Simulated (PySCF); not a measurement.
Gas-phase reaction: SiF₄ + Si₂H₆ → c-Si₃H₆ + 2 F₂

Method: PySCF energies plus ideal-gas RRHO corrections (1 bar). † marks an energy on the PBE0/def2-TZVP geometry and frequencies; other levels use their own. MP2 and CCSD(T) freeze the core. 6-31G* has spherical d functions here. All species are closed-shell singlets. B3LYP is the form with VWN-RPA correlation. c-Si₃H₆: computed as isolated molecules; such fragments, hydroxides, amides, oligomers or adducts are transient or little studied in the gas. MP2 isn't extrapolated to the basis-set limit; its ΔH°(298 K) is 1759.8 kJ in def2-SVP and 1857.2 kJ in def2-TZVPP. CCSD(T) isn't extrapolated to the basis-set limit; its ΔH°(298 K) is 1679.8 kJ in def2-SVP and 1780.0 kJ in def2-TZVPP. The harmonic model lacks anharmonicity and excited electronic states, which grow with temperature; levels with a mode under 35 cm⁻¹ are left out. Internal rotation in Si₂H₆ is treated as a harmonic vibration of one conformer, which makes the entropy rough.

| level | ΔE electronic, kJ | ΔH°(298 K), kJ | ΔS°(298 K), J/K | ΔG°(600 K), kJ |
|---|---|---|---|---|
| B3LYP/6-31G* | 1706 | 1692 | 151 | 1600 |
| B3LYP/def2-TZVP† | 1770 | 1756 | 154 | 1663 |
| CCSD(T)/def2-SVP† | 1693 | 1680 | 154 | 1586 |
| CCSD(T)/def2-TZVPP† | 1793 | 1780 | 154 | 1687 |
| HF/def2-TZVP† | 1953 | 1940 | 154 | 1846 |
| MP2/def2-TZVPP† | 1870 | 1857 | 154 | 1764 |
| PBE/def2-SVP | 1590 | 1576 | 153 | 1483 |
| PBE0/def2-QZVP† | 1755 | 1742 | 154 | 1649 |
| r2SCAN/def2-TZVP† | 1765 | 1752 | 154 | 1659 |
| LDA/def2-TZVP† | 1731 | 1718 | 154 | 1624 |
| ωB97M-V/def2-TZVP† | 1790 | 1777 | 154 | 1684 |
ΔH° is lowest at PBE/def2-SVP and highest at HF/def2-TZVP†. No reference value is set beside these.
